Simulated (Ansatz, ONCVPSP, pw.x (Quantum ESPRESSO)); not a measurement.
# Equation-of-state test of one ONCV potential (boron)

* Element: B
* Generator: ONCVPSP 4.0.1
* Type: optimised norm-conserving Vanderbilt (ONCV)
* Functional: PBEsol
* Relativity: scalar-relativistic
* Frozen core: [He]
* Valence charge: 3
* Reference configuration: 2s2 2p1
* Partial waves: 2s: rc 1.60 bohr, ncon 4, nbas 7, qcut 4.2 1/bohr, local; 2p: rc 4.00 bohr, ncon 5, nbas 10, qcut 4.2 1/bohr, 2 projectors, debl 0.9 Ha; d scattering state at 0.45 Ha: rc 3.65 bohr, ncon 5, nbas 8, qcut 3 1/bohr, 2 projectors, debl 2.7 Ha
* Local potential: the s channel
* Core correction: none

Crystal test: bcc B in pw.x 7.5, no spin, 18³ k-points, Fermi–Dirac smearing 0.01 Ry, cutoffs 95/380 Ry. The reference is all-electron LAPW (Ansatz 0.2.0) with the same functional, mesh and smearing; V0 and B0 come from Birch–Murnaghan fits to the pressures at five volumes. Errors are pseudo minus all-electron; Δ is the rms difference of the E(V) curves that follow from these fits, minima aligned, over ±6 % about the mean V0. Mesh and smearing are coarse, so the numbers serve the comparison and aren't converged zero-temperature values; the lattice is a test structure that the element need not adopt.

```
V (Å³/atom)  P all-electron (GPa)  P pseudo (GPa)
      5.793                 12.35         -159.87
      5.946                  5.20         -153.94
      6.098                 -1.07         -148.15
      6.250                 -6.52         -142.50
      6.403                -11.24         -137.00
```

All-electron: a0 = 2.298 Å (V0 = 6.07 Å³/atom), B0 = 237.8 GPa.

Pseudopotential: converged, but broken (pressure over 100 GPa off). The pressure does not cross zero within the volumes sampled, so no fit is given. The largest radius (4.00 bohr) exceeds half the bond length (1.88 bohr), so the spheres overlap, which is one possible source of error among others. The pseudo pressure rises with volume over the whole range, a mechanical instability. A pressure error of this size marks a broken potential; the numbers have no physical meaning.

**Question.** At the middle volume, how do free energy and pressure move when the wave cutoff is lowered (ecutrho kept at four times it)?

**Answer.**

| cutoff (Ry) | shift of F (meV/atom) | shift of P (GPa) |
| --- | --- | --- |
| 43 | +12.5 | -0.50 |
| 57 | +9.7 | +0.01 |
| 76 | +4.2 | -0.36 |

The 8 pw.x runs together took about 37 s on one core of a shared server CPU.
